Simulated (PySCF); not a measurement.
## One molecule, a ladder of functionals, a line

Molecule: SMILES C1=C(N=C)C1=C, C₅H₅N.

Mapped SMILES: `[CH2:1]=[N:2][C:3]1=[CH:4][C:5]1=[CH2:6]`. Each H is labelled by its parent atom. Ha(C1), Ha(C6) are cis to C3; Hb(C1), Hb(C6) are trans to C3.

GIAO shieldings (ppm, equivalent atoms averaged) in PySCF on the PBE0-D3(BJ)/def2-SVP geometry, basis pcSseg-2, gas phase, non-relativistic:

```tsv
functional	exact exchange (%)	σ(C4)	σ(C6)
BLYP	0	67.6	119.8
BP86	0	70.8	122.9
PBE	0	70.8	123.0
PBE0	25	74.4	126.7
mPW1PW91	25	73.7	125.9
BHandHLYP	50	75.3	127.9
HF	100	85.5	138.5
```

(1) Fit each shielding as a line in the percentage of exact exchange.

(2) What does the line predict for B3LYP (20 %), and what does the run give?

Answers

(1) σ(C4) = 69.7 + 0.15 x (rms 1.3 ppm); σ(C6) = 121.8 + 0.16 x (rms 1.3 ppm). The functionals also differ in their semilocal parts, which the line can't hold; Hartree–Fock has no correlation at all.

(2) σ(C4): 72.7 predicted, 70.6 computed; σ(C6): 125.0 predicted, 122.8 computed ppm.
